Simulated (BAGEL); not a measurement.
**ROHF/def2-SVPD (density fitting with qzvpp-jkfit) run of BNH3S (SMILES N[B]S)**

Aim: the vertical doublet–quartet gap of BNH3S at ROHF/def2-SVPD (density fitting with qzvpp-jkfit), from 2 runs. 

The calculation is run with BAGEL 1.2.2.

### 1 The system as given

BNH3S has 6 atoms, charge 0, and is taken as a doublet. SMILES: `N[B]S`. The coordinates come from a PBE0-D4/def2-TZVP relaxation. This is a higher conformer, about 7 kJ/mol above the lowest found by a separate search.

Bond lengths: N1–B2 1.380 Å, B2–S3 1.779 Å, N1–H4 1.005 Å, N1–H5 1.010 Å, S3–H6 1.355 Å. Angles: N1–B2–S3 132.0°, B2–N1–H4 122.5°, B2–N1–H5 124.0°, B2–S3–H6 100.0°, H4–N1–H5 113.6°.

### 2 A single-point energy at ROHF/def2-SVPD (density fitting with qzvpp-jkfit)

The input, job.json:

```json
{ "bagel": [

{
  "title": "molecule",
  "basis": "def2-svpd.json",
  "df_basis": "qzvpp-jkfit",
  "angstrom": "true",
  "geometry": [
    { "atom": "N", "xyz": [      -0.621200,       0.083000,      -0.756700 ] },
    { "atom": "B", "xyz": [      -0.538400,      -0.445500,       0.515700 ] },
    { "atom": "S", "xyz": [       0.781100,      -0.475200,       1.709200 ] },
    { "atom": "H", "xyz": [      -1.454200,       0.016000,      -1.315600 ] },
    { "atom": "H", "xyz": [       0.135500,       0.569200,      -1.216600 ] },
    { "atom": "H", "xyz": [       1.739200,       0.188500,       1.017800 ] }
  ]
},

{ "title": "rohf", "nopen": 1 },

{ "title": "print", "file": "orbitals.molden", "orbitals": "true" }

]}
```

The basis set def2-SVPD is read from a file made from the Basis Set Exchange's data (not shown).

The run is started by

```sh
BAGEL_NUM_THREADS=1 BAGEL job.json > job.out
```

The log of the run:

```text
* using 1 threads per process

  ===============================================================
  ===============================================================

  *** Geometry ***

  { "atom" : "N", "xyz" : [     -1.173898,      0.156847,     -1.429956 ] },
  { "atom" : "B", "xyz" : [     -1.017429,     -0.841873,      0.974532 ] },
  { "atom" : "S", "xyz" : [      1.476065,     -0.897998,      3.229920 ] },
  { "atom" : "H", "xyz" : [     -2.748040,      0.030236,     -2.486124 ] },
  { "atom" : "H", "xyz" : [      0.256058,      1.075632,     -2.299041 ] },
  { "atom" : "H", "xyz" : [      3.286612,      0.356213,      1.923363 ] },

  Number of auxiliary basis functions:      334

  Since a DF basis is specified, we compute 2- and 3-index integrals:
    o Being stored without compression. Storage requirement is 0.022 GB

  Number of basis functions:       91
  Number of electrons      :       31

    * METHOD: MOLECULE                             0.12

  *** Open-shell HF ***

  === Nuclear Repulsion ===
    81.7052129035

      * DIIS with orbital gradients will be used.

  === ROHF iteration (def2-svpd.json) ===
      0       -478.07909348          0.03598404           0.08
      1       -478.20494222          0.02237453           0.09
      2       -478.23586491          0.01223649           0.09
      3       -478.24916074          0.00171777           0.07
      4       -478.25007124          0.00041199           0.07
      5       -478.25023091          0.00013317           0.07
      6       -478.25025456          0.00003180           0.07
      7       -478.25026318          0.00001256           0.07
      8       -478.25026520          0.00000476           0.07
      9       -478.25026585          0.00000145           0.07
     10       -478.25026609          0.00000057           0.08
     11       -478.25026613          0.00000026           0.08
     12       -478.25026614          0.00000009           0.08
     13       -478.25026615          0.00000003           0.08
     14       -478.25026615          0.00000001           0.07
     15       -478.25026615          0.00000001           0.08
    * SCF iteration converged.

    * S^2 (ROHF) is 0.7500

    * Permanent dipole moment:
           (   -0.100776,    -0.487389,     1.022471) a.u.

    * METHOD: ROHF                                 1.37

    * METHOD: PRINT                                0.02

  ===============================================================
```

It took 1.7 s on 1 thread of Arm Neoverse V1, shared host; peak memory 0.088 GiB.

### 3 The quartet, same level

The input, input.json:

```json
{ "bagel" : [

{
  "title" : "molecule",
  "basis" : "def2-svpd.json",
  "df_basis" : "qzvpp-jkfit",
  "angstrom" : true,
  "geometry" : [
    { "atom" : "N", "xyz" : [   -0.621200,    0.083000,   -0.756700 ] },
    { "atom" : "B", "xyz" : [   -0.538400,   -0.445500,    0.515700 ] },
    { "atom" : "S", "xyz" : [    0.781100,   -0.475200,    1.709200 ] },
    { "atom" : "H", "xyz" : [   -1.454200,    0.016000,   -1.315600 ] },
    { "atom" : "H", "xyz" : [    0.135500,    0.569200,   -1.216600 ] },
    { "atom" : "H", "xyz" : [    1.739200,    0.188500,    1.017800 ] }
  ]
},
{ "title" : "rohf", "nopen" : 3 },
{ "title" : "print", "file" : "orbitals.molden", "orbitals" : true }

]}
```

The basis set def2-SVPD is read from a file made from the Basis Set Exchange's data (not shown).

The run is started by

```sh
BAGEL_NUM_THREADS=1 BAGEL input.json > input.out
```

The log of the run:

```text
* using 1 threads per process

  ===============================================================
  ===============================================================

  *** Geometry ***

  { "atom" : "N", "xyz" : [     -1.173898,      0.156847,     -1.429956 ] },
  { "atom" : "B", "xyz" : [     -1.017429,     -0.841873,      0.974532 ] },
  { "atom" : "S", "xyz" : [      1.476065,     -0.897998,      3.229920 ] },
  { "atom" : "H", "xyz" : [     -2.748040,      0.030236,     -2.486124 ] },
  { "atom" : "H", "xyz" : [      0.256058,      1.075632,     -2.299041 ] },
  { "atom" : "H", "xyz" : [      3.286612,      0.356213,      1.923363 ] },

  Number of auxiliary basis functions:      334

  Since a DF basis is specified, we compute 2- and 3-index integrals:
    o Being stored without compression. Storage requirement is 0.022 GB

  Number of basis functions:       91
  Number of electrons      :       31

    * METHOD: MOLECULE                             0.13

  *** Open-shell HF ***

  === Nuclear Repulsion ===
    81.7052129035

      * DIIS with orbital gradients will be used.

  === ROHF iteration (def2-svpd.json) ===
      0       -477.82991649          0.04147992           0.07
      1       -477.94679836          0.03149418           0.07
      2       -477.99522362          0.02142219           0.07
      3       -478.03553195          0.00222943           0.07
      4       -478.03766736          0.00126845           0.07
      5       -478.03855500          0.00078443           0.10
      6       -478.03910393          0.00033315           0.08
      7       -478.03926927          0.00007271           0.09
      8       -478.03932899          0.00002665           0.09
      9       -478.03932848          0.00001125           0.08
     10       -478.03933190          0.00000499           0.08
     11       -478.03933196          0.00000196           0.07
     12       -478.03933240          0.00000077           0.07
     13       -478.03933248          0.00000027           0.07
     14       -478.03933254          0.00000011           0.07
     15       -478.03933254          0.00000005           0.07
     16       -478.03933255          0.00000002           0.09
     17       -478.03933255          0.00000001           0.09
    * SCF iteration converged.

    * S^2 (ROHF) is 3.7500

    * Permanent dipole moment:
           (   -1.305419,    -0.489615,    -0.000333) a.u.

    * METHOD: ROHF                                 1.57

    * METHOD: PRINT                                0.03

  ===============================================================
```

Wall time 1.9 s (1 thread of Arm Neoverse V1, shared host); peak memory 0.089 GiB.

### 4 Summary of results

At ROHF/def2-SVPD (density fitting with qzvpp-jkfit):

| quantity | value |
| --- | --- |
| doublet: total energy | -478.25027 Eh |
| doublet: dipole moment | 2.89 D |
| doublet: ⟨S²⟩ | 0.750 |
| quartet: total energy | -478.03933 Eh |
| quartet: dipole moment | 3.54 D |
| quartet: ⟨S²⟩ | 3.750 |
| vertical energy of the quartet above the doublet | 5.740 eV |

What this shows: At this shape the quartet lies 5.74 eV (554 kJ/mol) above the doublet.
